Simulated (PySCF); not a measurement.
Breaking a bond: H2, singlet.

- RKS-B3LYP/6-31G* = restricted B3LYP/6-31G*, spherical d (PySCF)
- UMP2/3-21G = unrestricted MP2 (frozen core)/3-21G in PySCF
- RKS-M06-2X/6-31G* = restricted M06-2X/6-31G*, spherical d run with PySCF
- UCCSD(T) = CCSD(T) on UHF/cc-pVQZ run with PySCF

Energies relative to the lowest point of each curve near equilibrium, in kcal/mol; the last columns give the difference from UCCSD(T):

| R / Å | RKS-B3LYP/6-31G* | UMP2/3-21G | RKS-M06-2X/6-31G* | UCCSD(T) | RKS-B3LYP/6-31G* − UCCSD(T) | UMP2/3-21G − UCCSD(T) | RKS-M06-2X/6-31G* − UCCSD(T) |
|---|---|---|---|---|---|---|---|
| 0.56 | 21.9 | 22.3 | 21.1 | 21.1 | 0.8 | 1.2 | 0.0 |
| 0.60 | 12.0 | 12.2 | 11.4 | 11.6 | 0.5 | 0.6 | -0.2 |
| 0.63 | 7.0 | 7.0 | 6.4 | 6.7 | 0.3 | 0.4 | -0.2 |
| 0.66 | 3.5 | 3.5 | 3.1 | 3.3 | 0.2 | 0.2 | -0.2 |
| 0.70 | 0.8 | 0.8 | 0.6 | 0.8 | 0.1 | 0.0 | -0.1 |
| 0.73 | 0.0 | 0.0 | 0.0 | 0.0 | 0.0 | 0.0 | 0.0 |
| 0.75 | 0.0 | 0.0 | 0.1 | 0.0 | 0.0 | 0.0 | 0.1 |
| 0.77 | 0.3 | 0.3 | 0.4 | 0.3 | 0.0 | 0.0 | 0.1 |
| 0.79 | 0.8 | 0.9 | 1.1 | 0.8 | 0.0 | 0.1 | 0.2 |
| 0.83 | 2.7 | 2.9 | 3.1 | 2.7 | 0.0 | 0.2 | 0.4 |
| 0.86 | 4.6 | 4.9 | 5.1 | 4.5 | 0.0 | 0.4 | 0.6 |
| 0.93 | 10.2 | 10.8 | 11.1 | 10.1 | 0.2 | 0.8 | 1.0 |
| 1.02 | 19.1 | 20.1 | 20.3 | 18.8 | 0.4 | 1.4 | 1.6 |
| 1.11 | 29.0 | 30.4 | 30.5 | 28.2 | 0.7 | 2.1 | 2.3 |
| 1.23 | 42.5 | 47.3 | 44.5 | 41.0 | 1.4 | 6.2 | 3.5 |
| 1.34 | 54.6 | 62.1 | 57.2 | 52.2 | 2.4 | 9.9 | 5.0 |
| 1.51 | 72.3 | 75.9 | 75.6 | 67.5 | 4.8 | 8.4 | 8.1 |
| 1.64 | 84.5 | 82.0 | 88.6 | 77.3 | 7.3 | 4.7 | 11.4 |
| 1.81 | 98.9 | 86.7 | 104.1 | 87.4 | 11.5 | -0.8 | 16.7 |
| 2.03 | 114.7 | 89.8 | 121.5 | 96.6 | 18.1 | -6.8 | 24.9 |
| 2.25 | 127.6 | 91.3 | 136.0 | 102.2 | 25.4 | -10.9 | 33.8 |
| 2.59 | 142.8 | 92.2 | 153.7 | 106.5 | 36.3 | -14.3 | 47.2 |
| 2.96 | 154.2 | 92.5 | 167.9 | 108.3 | 46.0 | -15.7 | 59.7 |

RKS-B3LYP/6-31G* is furthest from UCCSD(T) at 2.96 (46.0 kcal/mol, above); its mean absolute difference over the points is 6.8 kcal/mol.

UMP2/3-21G is furthest from UCCSD(T) at 2.96 (-15.7 kcal/mol, below); its mean absolute difference over the points is 3.7 kcal/mol.

RKS-M06-2X/6-31G* is furthest from UCCSD(T) at 2.96 (59.7 kcal/mol, above); its mean absolute difference over the points is 9.4 kcal/mol.

The restricted form behind RKS-B3LYP/6-31G*, RKS-M06-2X/6-31G* keeps the bonding electrons paired and can't separate into open-shell fragments. The unrestricted determinant behind UMP2/3-21G, UCCSD(T) is spin-contaminated at 1.23 to 2.96 Å (<S²> up to 1.0, against 0.00 for a pure singlet).
